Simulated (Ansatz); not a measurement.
## Os (hcp): energy against volume

Theory: DFT, PBE, plane waves (420 eV) with PAW, scalar-relativistic (Ansatz).

The cell is scaled uniformly from the relaxed one, with fractional coordinates and shape fixed. Energies are extrapolated to zero smearing, pressures are those at the given smearing. Magnetic state: spin not included.

A Birch-Murnaghan fit gives V₀ = 14.28 Å³/atom, B₀ = 397 GPa, B₀′ = 4.8.

Q: What are the energy above the minimum and the pressure at 12.568 Å³/atom?

A: 324.4 meV/atom and 68.81 GPa as computed.

Q: What are the energy above the minimum and the pressure at 13.140 Å³/atom?

A: 132.1 meV/atom and 40.44 GPa as computed.

Q: What are the energy above the minimum and the pressure at 15.425 Å³/atom?

A: 98.6 meV/atom and -25.36 GPa as computed.
